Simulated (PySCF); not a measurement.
From one molecule to another.

First species: C6H11 (charge +1).
SMILES with atom numbers: `[CH3:1][C+:2]1[CH2:3][CH2:4][CH2:5][CH2:6]1` (hydrogens: H7, H8, H9 on C1; H10, H11 on C3; H12, H13 on C4; H14, H15 on C5; H16, H17 on C6)

Second species: 3-chloropropanal, C3H5ClO.
Bonds: O1–C2 (double), C2–C3, C3–C4, C4–Cl5. Hydrogens: H6 on C2; H7, H8 on C3; H9, H10 on C4.

Levels: CAM-B3LYP/def2-SVPD for HOMO energy, LUMO energy, HOMO–LUMO gap and static isotropic polarisability; TDDFT CAM-B3LYP/def2-SVPD for lowest singlet excitation; TDA CAM-B3LYP/def2-SVPD for lowest triplet excitation (Tamm–Dancoff). Geometries: GFN2-xTB. Each structure is a single optimised conformer of the isolated species, non-relativistic unless stated; the electronic structure was computed with PySCF and density fitting.

Dipoles, sizes and rotational constants follow the conformer. The torsions of the flexible species, by atom-mapped SMILES:
- `[O:1]=[CH:2][CH2:3][CH2:4][Cl:5]`: O1–C2–C3–C4 0°, C2–C3–C4–Cl5 180°

The conformers of `C[C+]1CCCC1` aren't listed.

Values for the first species:

| Quantity | Value |
| --- | --- |
| HOMO energy | -15.46 eV |
| LUMO energy | -7.15 eV |
| HOMO–LUMO gap | 8.31 eV |
| Lowest singlet excitation | 5.07 eV |
| Lowest triplet excitation (Tamm–Dancoff) | 4.74 eV |
| Static isotropic polarisability | 63.0 au |

(1) Estimate the same properties for the second species, and the change in each.

Answers

(1) 
```csv
property,first,second,second less first
HOMO energy,-15.46 eV,-9.32 eV,+6.14 eV
LUMO energy,-7.15 eV,0.12 eV,+7.27 eV
HOMO–LUMO gap,8.31 eV,9.44 eV,+1.13 eV
lowest singlet excitation,5.07 eV,4.40 eV,-0.67 eV
lowest triplet excitation (Tamm–Dancoff),4.74 eV,3.79 eV,-0.95 eV
static isotropic polarisability,63.0 au,53.8 au,-9.2 au
```

On the first: S1 lies 3.24 eV below the HOMO–LUMO gap; its leading configuration is HOMO→LUMO, weight 0.98. The principal polarisabilities are 51.4, 64.9 and 72.8 au; their mean is the isotropic value.

On the second: The vertical singlet–triplet gap S1 − T1 is 0.61 eV (TDDFT singlet less Tamm–Dancoff triplet; S1: HOMO→LUMO, weight 0.90; T1: HOMO→LUMO, weight 0.89). The principal polarisabilities are 42.4, 52.6 and 66.5 au; their mean is the isotropic value.
